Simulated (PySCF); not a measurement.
# SiH4 (silane): NEVPT2(8,8)/STO-3G

What is the energy change on altering one bond length of SiH4 (silane) at NEVPT2(8,8)/STO-3G? The job is set up through a Python script.

The calculation is run with PySCF 2.14.0.

9 further runs of the same task are left out: 9 set aside as unsound or not needed.

## 1. The structure to begin with

SiH4 has 5 atoms, charge 0, and is taken as a singlet. As SMILES, `[SiH4]`. The shape is that of a PBE0-D4/def2-TZVP optimisation.

Bond lengths: Si1–H2 1.485 Å, Si1–H3 1.485 Å, Si1–H4 1.485 Å, Si1–H5 1.485 Å. Angles: H2–Si1–H3 109.5°, H2–Si1–H4 109.5°, H2–Si1–H5 109.5°, H3–Si1–H4 109.5°, H3–Si1–H5 109.5°, H4–Si1–H5 109.5°.

## 2. A single-point energy at NEVPT2(8,8)/STO-3G

File job.py:

```python
import numpy
from pyscf import gto, scf, mp, mcscf, mrpt

mol = gto.Mole()
mol.atom = '''
Si   0.000000   0.000000  -0.000100
H    0.967600  -0.688400   0.890900
H   -1.331000   0.044900   0.656000
H   -0.105100  -0.740300  -1.282600
H    0.468500   1.383800  -0.264200
'''
mol.charge = 0
mol.verbose = 3
mol.max_memory = 1860
mol.spin = 0
mol.basis = 'sto-3g'
mol.build()

mf = mol.RHF()
mf.conv_tol = 1e-10
mf.kernel()
if not mf.converged:
    mf = mf.newton().run(mf.mo_coeff, mf.mo_occ)

pt = mp.MP2(scf.addons.convert_to_uhf(mf)).run()
noons, natorbs = mcscf.addons.make_natural_orbitals(pt)
print('natural occupations', numpy.round(noons[:40], 4))
cas = mcscf.CASSCF(mf, 8, 8)
cas.fix_spin_(ss=0.0)
cas.natorb = True
cas.kernel(natorbs)
e_pt2 = mrpt.NEVPT(cas).kernel()
etot = cas.e_tot + e_pt2
print('Final energy', etot)
```

Command:

```
$ OMP_NUM_THREADS=1 python job.py
```

Log:

```text
converged SCF energy = -287.909069067248
E(UMP2) = -287.959159670311  E_corr = -0.0500906030630968
E(SCS-UMP2) = -287.967748154028  E_corr = -0.0586790867804442
natural occupations [2.     1.9999 1.9998 1.9998 1.9998 1.9924 1.987  1.987  1.987  0.015
 0.0108 0.0108 0.0108]
CASSCF energy = -287.980321046592
CASCI E = -287.980321046592  E(CI) = -13.0215843615955  S^2 = 0.0000000
Sr    (-1)',   E = -0.00000000000000
Si    (+1)',   E = -0.00063607573253
Sijrs (0)  ,   E = 0.00000000000000
Sijr  (+1) ,   E = -0.00000000000000
Srsi  (-1) ,   E = -0.00000000000000
Srs   (-2) ,   E = 0.00000000000000
Sij   (+2) ,   E = -0.00233417581349
Sir   (0)' ,   E = -0.00000000000000
Nevpt2 Energy = -0.002970251546014
Final energy -287.9832912981376
```

It took 2.3 s on 1 thread of Arm Neoverse V1, shared host; peak memory 0.13 GiB.

## 3. The distorted shape, same level

File calc.py:

```python
import numpy
from pyscf import gto, scf, mp, mcscf, mrpt

mol = gto.Mole()
mol.atom = '''
Si      -0.093712      -0.276795       0.052727
H        0.873888      -0.965195       0.943727
H       -1.424712      -0.231895       0.708827
H       -0.198812      -1.017095      -1.229773
H        0.468500       1.383800      -0.264200
'''
mol.verbose = 3
mol.spin = 0
mol.max_memory = 1860
mol.basis = 'sto-3g'
mol.build()

calc0 = scf.RHF(mol)
calc0.conv_tol = 1e-10
calc0.kernel()
if not calc0.converged:
    calc0 = calc0.newton().run(calc0.mo_coeff, calc0.mo_occ)

pt = mp.MP2(scf.addons.convert_to_uhf(calc0)).run()
noons, natorbs = mcscf.addons.make_natural_orbitals(pt)
print('natural occupations', numpy.round(noons[:40], 4))
cas = mcscf.CASSCF(calc0, 8, 8)
cas.fix_spin_(ss=0.0)
cas.natorb = True
cas.kernel(natorbs)
e_pt2 = mrpt.NEVPT(cas).kernel()
energy = cas.e_tot + e_pt2
print('E = %.10f Eh' % energy)
```

Command:

```
$ OMP_NUM_THREADS=1 python calc.py
```

Log:

```text
converged SCF energy = -287.863164536507
E(UMP2) = -287.919563191891  E_corr = -0.0563986553841403
E(SCS-UMP2) = -287.929211795071  E_corr = -0.0660472585633664
natural occupations [2.     1.9999 1.9998 1.9998 1.9998 1.9917 1.9866 1.9866 1.9767 0.024
 0.0131 0.0109 0.0109]
CASSCF energy = -287.945980118846
CASCI E = -287.945980118846  E(CI) = -12.6856454837986  S^2 = 0.0000000
Sr    (-1)',   E = -0.00000000000000
Si    (+1)',   E = -0.00059911000144
Sijrs (0)  ,   E = 0.00000000000000
Sijr  (+1) ,   E = -0.00000000000000
Srsi  (-1) ,   E = -0.00000000000000
Srs   (-2) ,   E = 0.00000000000000
Sij   (+2) ,   E = -0.00228721127360
Sir   (0)' ,   E = -0.00000000000000
Nevpt2 Energy = -0.002886321275039
E = -287.9488664401 Eh
```

Wall time 2.2 s (1 thread of Arm Neoverse V1, shared host); peak memory 0.13 GiB.

## 4. Results

Level: NEVPT2(8,8)/STO-3G.

| quantity | value |
| --- | --- |
| first shape: total energy | -287.98329 Eh |
| first shape: dipole moment (Hartree–Fock density) | 0.00 D |
| first shape: HOMO energy (Hartree–Fock orbitals) | -11.44 eV |
| first shape: LUMO energy (Hartree–Fock orbitals) | 14.05 eV |
| first shape: HOMO–LUMO gap (Hartree–Fock orbitals) | 25.49 eV |
| distorted shape: total energy | -287.94887 Eh |
| distorted shape: dipole moment (Hartree–Fock density) | 0.25 D |
| distorted shape: HOMO energy (Hartree–Fock orbitals) | -9.88 eV |
| distorted shape: LUMO energy (Hartree–Fock orbitals) | 10.39 eV |
| distorted shape: HOMO–LUMO gap (Hartree–Fock orbitals) | 20.27 eV |
| energy change with the Si1–H5 bond stretched from 1.485 to 1.782 Å | 0.937 eV |

With the Si1–H5 bond stretched from 1.485 to 1.782 Å the energy rises by 0.94 eV (21.6 kcal/mol). The first shape isn't relaxed at this level, so the change isn't measured from a minimum. The minimal basis adds a large error of its own. Mulliken charges (distorted shape) of the mean-field density run from -0.15 on H5 to +0.61 on Si1.
